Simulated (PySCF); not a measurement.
ammonia cation (H3N), SMILES N (connectivity only; charge and spin as stated), charge +1, multiplicity 2. Atoms are numbered in the order given.

```xyz
4

N      0.0000     0.0000     0.0000
H      1.0243     0.0000     0.0000
H     -0.5121    -0.8870     0.0000
H     -0.5121     0.8870     0.0000
```
Charge +1, spin multiplicity 2.

Coordinates come from a r2SCAN-D4/def2-TZVPD optimisation. The multiplicity is an assumed one; other spin states were not compared.

These are PBE/def2-TZVPD run with PySCF values and carry that method's errors.

The molecule is in vacuum.

Question: Estimate the frontier levels, dipole moment and polarisability. (The exact figures need the calculation; the answer reports its results.)

Answer: 
| Quantity | Result |
|---|---|
| α spin, highest occupied and lowest empty level | -17.99 and -7.28 eV |
| β spin, highest occupied and lowest empty level | -21.93 and -14.56 eV |
| dipole moment about the centre of nuclear charge | 0.00 D |
| mean static polarisability | 7.6 bohr³ (1.13 Å³) |
| polarisability, principal values | 6.2, 8.4, 8.4 bohr³ |
| ⟨S²⟩ | 0.753 (pure state 0.75) |
